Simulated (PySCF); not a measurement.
`C=C=C=CC=S`, C5H4S

Geometry:
```
atom   x (Å)   y (Å)   z (Å)
  C1   2.468  -0.286  -0.713
  C2   1.272  -0.299  -0.174
  C3   0.125  -0.310   0.345
  C4  -1.086  -0.312   0.889
  C5  -2.066   0.683   0.559
  S6  -3.562   0.742   1.183
  H7   2.754   0.476  -1.430
  H8   3.207  -1.039  -0.457
  H9  -1.366  -1.077   1.608
 H10  -1.741   1.429  -0.168
```

Theory: TDDFT CAM-B3LYP/def2-TZVPD excited states, vertical, gas phase (PySCF). Geometry: PBE0-D3(BJ)/def2-TZVP.

Task: How strongly do the lowest singlets absorb one photon, and two photons of half the energy?

Result: δ for parallel linear polarisation; σ at the peak of a Lorentzian of half width 0.1 eV, single beam; Ω is circular over linear.
| state | E (eV) | f | photon λ (nm) | δ (au) | σ (GM) | Ω | main |
| --- | --- | --- | --- | --- | --- | --- | --- |
| S1 | 2.05 | 0.000 | 1211 | 0.44 | 0.00 | 1.50 | HOMO→LUMO 0.90, HOMO→LUMO+1 0.09 |
| S2 | 3.57 | 0.000 | 695 | <0.1 | 0.00 | – | HOMO−2→LUMO 0.94 |
| S3 | 4.10 | 0.922 | 604 | 2550 | 15.75 | 0.38 | HOMO−1→LUMO 0.96 |
| S4 | 5.22 | 0.000 | 475 | 3.53 | 0.04 | 1.50 | HOMO→LUMO+1 0.87, HOMO→LUMO 0.09 |
| S5 | 5.78 | 0.000 | 429 | 0.49 | 0.01 | 1.49 | HOMO−1→LUMO+3 0.75 |
| S6 | 5.88 | 0.015 | 422 | 4350 | 55.07 | 0.69 | HOMO−3→LUMO 0.68, HOMO−1→LUMO+1 0.27 |

Among these, the strongest one-photon state is S3, the strongest two-photon state S6, with a dipole change of 1.1 D (relaxed, norm of the difference vector).
